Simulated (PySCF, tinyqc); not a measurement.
Worked calculation: coupled-perturbed Hartree-Fock on RHF in the sto-6g basis, for LiH, spin multiplicity 1. The lowest restricted solution is unstable here: a spin-polarised one lies 0.0222 hartree lower (PySCF). One step of it, computed by the program tinyqc.

Problem. Response to a field: uncoupled start. Field along z; U_ai = -mu_ai / (e_a - e_i), alpha = -4 sum U_ai mu_ai.

orbital energies (hartree): [-2.414702, -0.213436, 0.066049, 0.155150, 0.155150, 0.325078]

dipole integrals <a|z|i> (bohr), order a3, a4, a5, a6:
```
[[-0.122477, -1.008770],
 [0.000000, 0.000000],
 [0.000000, 0.000000],
 [-0.145361, 1.252594]]
```

Give: uncoupled U; uncoupled polarisability.

Solution.

uncoupled U, order a3, a4, a5, a6:
```
[[0.0494, 3.6094],
 [0.0000, 0.0000],
 [0.0000, 0.0000],
 [0.0531, -2.3260]]
```

uncoupled polarisability = 26.2735 bohr^3
